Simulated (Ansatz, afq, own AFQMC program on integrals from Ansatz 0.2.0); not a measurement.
**Nb, quartet in def2-TZVP, levels against CCSDTQ**

A free Nb atom.

Basis def2-TZVP with its core potentials. Only valence electrons are correlated. Integrals, coupled cluster, full CI and functionals: Ansatz 0.2.0; the random walks run on the same integrals in our own AFQMC program. ph-AFQMC/CISD is guided by a CISD state made of CCSD amplitudes; releasing the constraint for a short imaginary time cuts its bias at the price of noise, slowly where states lie close. Error bars are statistical, one sigma. No spin–orbit coupling. The metal's outer-core s and p shells are frozen, which shifts wave-function levels against functionals.

Determinant: UHF, the one that the program's search chose, which needn't be the lowest solution.

No full CI on the walks' own integrals is used here; CCSDTQ serves as the reference and is uncertain by about the last step of the cluster series.

Cautions: no spin-orbit coupling; outer-core shells of the metal frozen; the released energies move by 1.5 errors or more from one time to the next, so no released level is given (meV from the phaseless value at times in 1/Eh: -11.7 ± 1.6 at 0.60, -15 ± 3 at 1.20, -19.3 ± 1.7 at 2.00, -16 ± 5 at 3.00, -27 ± 3 at 4.20); a state of higher spin lies lower (by 36 meV).

The T1 diagnostic is 0.0241, the weight of the determinant in the CISD state is 0.903 and the ⟨S²⟩ of the determinant is 3.774. The size of the correlated space is 5 electrons in 36 orbitals.

Reference: CCSDTQ, correlation energy -1.980 eV.

```tsv
level	E − E(reference) (mEh)	share of correlation (%)
HF	72.76	0.00
MP2	19.73	72.88
CCSD	4.62	93.66
CCSD(T)	1.74	97.61
CCSDT	0.25	99.66
CCSDT(Q)	0.08	99.89
ph-AFQMC/CISD	1.51 ± 0.05	97.92
```

CCSDT and higher add their correlation energy to the determinant of the CCSD(T) run, since their own runs factorise the integrals more tightly (a shift of under 2 meV).
